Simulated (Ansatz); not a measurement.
Basis-set extrapolation for C2F2 (`FC#CF`) (PBE0-D4/def2-TZVP geometry, frozen core, Ansatz 0.2.0). Multiplicity 1, RHF reference.

|  | def2-TZVPP | def2-QZVPP |
| --- | --- | --- |
| HF | -274.582787 | -274.594677 |
| MP2 correlation | -0.783742 | -0.851157 |
| CCSD(T) correlation | -0.818329 | -0.882679 |

Energies in hartree. Use E(X) = E(∞) + A·exp(−7.88·√X) for Hartree–Fock and E(X) = E(∞) + B·X^(−2.97) for correlation, with X = 3 and 4.

What is the CCSD(T) energy at the basis-set limit?

HF limit: -274.594677 + (-0.011890) × 0.13774 = -274.59631. Correlation limit: -0.882679 + (-0.064350) × 0.74074 = -0.93035. Total: -275.52666 hartree, 329.6 kJ/mol below CCSD(T)/def2-TZVPP.
